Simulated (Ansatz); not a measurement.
**CH2BO radical (SMILES [CH2]B=O): functionals against CCSD(T) at one geometry**

The task here is to estimate one member of a computed series from the others.

The runs use Ansatz 0.2.0, Gaussian basis; single points in def2-TZVPP.

Cores are frozen in the correlated methods. Orbitals are unrestricted.

### Where the work starts

SMILES `[CH2]B=O`, 5 atoms, charge 0, spin multiplicity 2.

Atoms are counted from 1 here; the program's logs count them from 0.

Bond lengths: C1–B2 1.537 Å, C1–H4 1.047 Å, C1–H5 1.100 Å, B2–O3 1.166 Å. Angles: B2–C1–H4 119.4°, B2–C1–H5 122.6°, H4–C1–H5 118.0°, C1–B2–O3 176.1°.

Geometry (Å):

| atom | x (Å) | y (Å) | z (Å) |
| --- | --- | --- | --- |
| C1 | -0.34830 | 0.34920 | -0.38720 |
| B2 | 0.52200 | -0.50200 | 0.55030 |
| O3 | 1.19030 | -1.08450 | 1.30830 |
| H4 | -0.77940 | -0.09410 | -1.23190 |
| H5 | -0.51240 | 1.42530 | -0.22890 |

Set-up of the first run:

run/in.yaml

```yaml
crystal:
  periodic: [false, false, false]
  atoms:
    - {symbol: C, position_ang: [-0.348300, 0.349200, -0.387200]}
    - {symbol: B, position_ang: [0.522000, -0.502000, 0.550300]}
    - {symbol: O, position_ang: [1.190300, -1.084500, 1.308300]}
    - {symbol: H, position_ang: [-0.779400, -0.094100, -1.231900]}
    - {symbol: H, position_ang: [-0.512400, 1.425300, -0.228900]}
basis:
  gaussian: {orbitals: def2-TZVPP}
magnetization: {spin_polarized: true, initial_magnetization: 1}
correlation: {method: ccsd_t}
scf: {omitted_lower_state_checks: [cluster_reference]}
output: {forces: true}
```

The command line of these runs was not kept.

Among the steps run: CCSD(T)/def2-TZVPP; PBE0-D4/def2-TZVPP; wB97M-V/def2-TZVPP; r2SCAN-D4/def2-TZVPP; PBE-D4/def2-TZVPP; BHLYP-D4/def2-TZVPP; SPW92/def2-TZVPP.

One table of the session follows, with a row left open; its other results are not shown here.

```
   method  RMS force component (eV/Å)  angle to CCSD(T) forces (°)  dipole (D)
  CCSD(T)                       2.009                    reference        3.30
  PBE0-D4                       1.801                          5.6        3.45
  wB97M-V                           ?                            ?           ?
r2SCAN-D4                       1.956                          4.4        3.37
   PBE-D4                       2.215                          4.4        3.21
 BHLYP-D4                       1.436                         10.2        3.65
    SPW92                       2.096                          9.6        3.25
```

Q: Estimate the row for wB97M-V from the others.

**Answer.** RMS force component (eV/Å): 1.778; angle to CCSD(T) forces (°): 4.1; dipole (D): 3.48. In the column «RMS force component (eV/Å)» it lies between BHLYP-D4 (1.436) and PBE0-D4 (1.801).
